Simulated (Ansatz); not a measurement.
One structure, 8 elements: Cs3Be, Ba3Be, Ta3Be, BeRe3, BeOs3, BeIr3, BePt3, BeTl3

Plane-wave DFT in Ansatz with scalar-relativistic PAW potentials, cutoff 420 eV, Γ-centred meshes chosen by cell and gap, Gaussian smearing with energies taken to zero width. Every cell was relaxed (cell and atoms) in a run of its own, within the symmetry of its start. Functional: PBE.

All members share space group Pm-3m and the same sites; only the element on one set of sites changes (Cs, Ba, Ta, Re, Os, Ir, Pt, Tl). Members needn't be the stable form of their composition. Energies over the elements, where given, are against the elements' standard states in the same functional (H₂, N₂, O₂ and halogens uncorrected, Hg as a solid). The first member:

Space group Pm-3m (No. 221). a = 6.505 Å, b = 6.505 Å, c = 6.505 Å, α = 90.00°, β = 90.00°, γ = 90.00°
```tsv
atom	site	symmetry	x	y	z
Cs	3c	4/mm.m	0.0000	0.5000	0.5000
Be	1a	m-3m	0.0000	0.0000	0.0000
```

| compound | V (Å³/atom) | a (Å) | energy over elements (eV/atom) |
| --- | --- | --- | --- |
| Cs3Be | 68.81 | 6.505 | 0.723 |
| Ba3Be | 42.68 | 5.548 | 0.525 |
| BeRe3 | 13.74 | 3.802 | 0.317 |
| BeOs3 | 13.38 | 3.769 | 0.442 |
| BeIr3 | 13.48 | 3.778 | 0.021 |
| BePt3 | 14.15 | 3.839 | -0.256 |
| BeTl3 | 26.10 | 4.709 | 0.568 |

Predict the member with Ta.

V (Å³/atom) 16.35, a (Å) 4.029, energy over elements (eV/atom) 0.158. Interpolating linearly in position along the row between Ba and Re would give 25.32 Å³/atom (54.9 % too large), with 0.400 eV/atom over the elements. Over the whole series the volume has no steady trend along the row (least for Os); all are metallic on the mesh; binding against the elements is strongest for Pt. A least volume inside the transition series is what filling first bonding and then antibonding d states gives.

Spin-orbit coupling is left out, which matters for the bands of heavy elements. For Tl, Pb and Bi spin-orbit coupling shifts energies too.